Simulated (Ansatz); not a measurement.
**CH₂AlSi− (SMILES [C-]#[Si][AlH2]): one structure at several levels**

How do the functionals fare away from a minimum? The structure is a structure displaced at random from a GFN2-xTB minimum.

Method: single points in def2-TZVPPD; program: Ansatz 0.2.0, Gaussian basis.

Cores are frozen in the correlated methods.

**1. Where the work starts**

5 atoms, charge -1, spin multiplicity 1.

Atoms are counted from 1 here; the program's logs count them from 0.

Bond lengths: C1–Si2 1.579 Å, Si2–Al3 2.462 Å, Al3–H4 1.683 Å, Al3–H5 1.574 Å. Angles: C1–Si2–Al3 176.6°, Si2–Al3–H4 130.5°, Si2–Al3–H5 130.5°, H4–Al3–H5 98.0°.

Geometry (Å):

```xyz
5
charge -1, multiplicity 1
C     0.21790   -1.83160    2.52020
Si    0.17520   -0.86950    1.26880
Al   -0.02920    0.58880   -0.70370
H    -1.13270    0.55910   -1.97390
H     0.62380    1.98770   -1.01200
```

**2. CCSD(T)/def2-TZVPPD**

File run/in.yaml:

```yaml
crystal:
  periodic: [false, false, false]
  atoms:
    - {symbol: C, position_ang: [0.217900, -1.831600, 2.520200]}
    - {symbol: Si, position_ang: [0.175200, -0.869500, 1.268800]}
    - {symbol: Al, position_ang: [-0.029200, 0.588800, -0.703700]}
    - {symbol: H, position_ang: [-1.132700, 0.559100, -1.973900]}
    - {symbol: H, position_ang: [0.623800, 1.987700, -1.012000]}
basis:
  gaussian: {orbitals: "def2-TZVPPD.json"}
total_charge: -1
correlation: {method: ccsd_t}
output: {forces: true}
```

The basis file named in the input lies beside it (Basis Set Exchange, JSON).

No record of the launch command was kept for these runs.

**3. PBE0-D4/def2-TZVPPD**

Edit run/in.yaml of step 2 so:

```diff
@@ -11,3 +11,3 @@
 total_charge: -1
-correlation: {method: ccsd_t}
-output: {forces: true}
+hamiltonian: {xc: pbe0, dispersion: d4}
+output: {forces: true, orbitals: {seedname: orbitals}}
```

**4. wB97M-V/def2-TZVPPD**

Edit run/in.yaml of step 3 so:

```diff
@@ -11,3 +11,3 @@
 total_charge: -1
-hamiltonian: {xc: pbe0, dispersion: d4}
-output: {forces: true, orbitals: {seedname: orbitals}}
+hamiltonian: {xc: {name: wB97M-V}}
+output: {forces: true}
```

**5. r2SCAN-D4/def2-TZVPPD**

Edit run/in.yaml of step 4 so:

```diff
@@ -11,3 +11,3 @@
 total_charge: -1
-hamiltonian: {xc: {name: wB97M-V}}
+hamiltonian: {xc: r2scan, dispersion: d4}
 output: {forces: true}
```

**6. PBE-D4/def2-TZVPPD**

Edit run/in.yaml of step 5 so:

```diff
@@ -11,3 +11,3 @@
 total_charge: -1
-hamiltonian: {xc: r2scan, dispersion: d4}
+hamiltonian: {xc: pbe, dispersion: d4}
 output: {forces: true}
```

**7. SPW92/def2-TZVPPD**

Edit run/in.yaml of step 6 so:

```diff
@@ -11,3 +11,3 @@
 total_charge: -1
-hamiltonian: {xc: pbe, dispersion: d4}
+hamiltonian: {xc: lda}
 output: {forces: true}
```

**8. B97M-V/def2-TZVPPD**

Edit run/in.yaml of step 7 so:

```diff
@@ -11,3 +11,3 @@
 total_charge: -1
-hamiltonian: {xc: lda}
+hamiltonian: {xc: {name: B97M-V}}
 output: {forces: true}
```

(Steps that only read results are left out.)

What does the calculation give? Wanted: RMS force component; RMS force error; HOMO and LUMO, PBE0-D4; T1 diagnostic.

As calculated:

```
              quantity                                                                                        value
   RMS force component                                                         2.090 to 2.506 eV/Å over the methods
       RMS force error  PBE0-D4 0.285, wB97M-V 0.442, r2SCAN-D4 0.215, PBE-D4 0.177, SPW92 0.362, B97M-V 0.226 eV/Å
HOMO and LUMO, PBE0-D4                                                                            -1.36 and 1.51 eV
         T1 diagnostic                                                                                        0.040
```

What this shows: On forces the order runs from PBE-D4 to wB97M-V. Frozen-core CCSD(T) forces in triple zeta carry basis errors of their own, and this is one geometry, so small gaps rank nothing. The T1 diagnostic is large here, over the usual mark for main-group molecules (transition-metal compounds often pass it harmlessly), so CCSD(T) itself may be off. The restricted Hartree–Fock reference is unstable towards an unrestricted one at one or more of these structures.
